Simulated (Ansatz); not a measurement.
System: anatase TiO2 (metastable phase). Method: PBE (Ansatz, a first-principles code, PAW).

Numerical settings: plane-wave cutoff 520 eV, 12×12×12 k mesh, Fermi–Dirac smearing 0.01 eV, no spin polarisation, scalar-relativistic PAW data made under PBE.

Response to compression and expansion:

Shape and atoms are relaxed at each volume.

```json
[
 {"V (Å³/atom)": "11.199", "P (GPa)": "7.44", "direct gap at Γ (eV)": "2.613", "smallest gap on the k mesh (eV)": "2.087", "c (Å)": "9.424"},
 {"V (Å³/atom)": "11.432", "P (GPa)": "3.61", "direct gap at Γ (eV)": "2.582", "smallest gap on the k mesh (eV)": "2.112", "c (Å)": "9.568"},
 {"V (Å³/atom)": "11.665", "P (GPa)": "0.00", "direct gap at Γ (eV)": "2.545", "smallest gap on the k mesh (eV)": "2.125", "c (Å)": "9.697"},
 {"V (Å³/atom)": "11.899", "P (GPa)": "-3.32", "direct gap at Γ (eV)": "2.505", "smallest gap on the k mesh (eV)": "2.133", "c (Å)": "9.822"},
 {"V (Å³/atom)": "12.132", "P (GPa)": "-6.41", "direct gap at Γ (eV)": "2.461", "smallest gap on the k mesh (eV)": "2.130", "c (Å)": "9.933"}
]
```

The fundamental gap (2.12 eV at the equilibrium volume, with added k points) lies elsewhere than Γ–Γ.

Note: the bulk modulus comes from volumes at which shape and atoms were relaxed.
